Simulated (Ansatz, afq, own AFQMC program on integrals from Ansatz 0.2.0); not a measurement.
**Where AFQMC and coupled cluster stand for CH₄BClO, singlet**

```yaml
atoms:
  - { symbol: C, position_ang: [0.1819, 1.1028, -0.0799] }
  - { symbol: O, position_ang: [0.1958, -0.1915, -0.6319] }
  - { symbol: B, position_ang: [-0.1752, -1.2757, 0.0511] }
  - { symbol: Cl, position_ang: [-0.1100, -2.8347, -0.7600] }
  - { symbol: H, position_ang: [-0.4833, 1.7432, -0.6779] }
  - { symbol: H, position_ang: [-0.1650, 1.0986, 0.9659] }
  - { symbol: H, position_ang: [1.1976, 1.5235, -0.1212] }
  - { symbol: H, position_ang: [-0.5496, -1.2234, 1.1983] }
```

Basis def2-TZVP. Only valence electrons are correlated. Integrals, coupled cluster, full CI and functionals: Ansatz 0.2.0; the random walks run on the same integrals in our own AFQMC program. The CISD trial takes its coefficients from CCSD amplitudes. Released means that phaseless walkers are propagated on without the constraint, phases kept. ± is one standard error of the sampling.

Determinant: RHF, the one that the program's search chose, which needn't be the lowest solution. The geometry is a PBE0/def2-SVP stationary point of this or a neighbouring charge and spin state.

No full CI on the walks' own integrals is used here. The released AFQMC energy serves as the reference, which it does only where one determinant dominates, the energy is flat over the last release times and near the phaseless one (40 meV or 2 meV an electron, half that with transition metals). On small molecules, where full CI could be run and the noise was under 10 meV, such values lay within 10 meV of it in 19 cases of 20, a flattering rate, since the rule was set on those same cases; what remains of the bias isn't in the error bar.

Cautions: the released value is read at 0.90 1/Eh with a noise of 21 meV, more than in the cases checked (meV from the phaseless value at times in 1/Eh: -12 ± 21 at 0.21, -19 ± 16 at 0.42, 5 ± 11 at 0.63, -28 ± 21 at 0.90).

```
T1 diagnostic                               : 0.0125
weight of the determinant in the CISD state : 0.799
size of the correlated space                : 24 electrons in 146 orbitals
```

```csv
level,correlation energy (eV)
MP2,-18.6122
CCSD,-19.7048
CCSD(T),-20.4720
```

Question: Estimate where phaseless AFQMC with a CISD trial lies against CCSD(T) on the same integrals.

Answer: 1.91 ± 0.56 mEh below CCSD(T).

Reference: AFQMC with the constraint released, correlation energy -20.552 ± 0.021 eV.

| level | E − E(reference) (mEh) | share of correlation (%) |
| --- | --- | --- |
| CCSD(T) | 2.93 ± 0.76 | 99.61 |
| ph-AFQMC/CISD | 1.02 ± 0.95 | 99.87 |

Released energies are given only where the last usable release times agree within the noise; a slower fall can still hide under it.
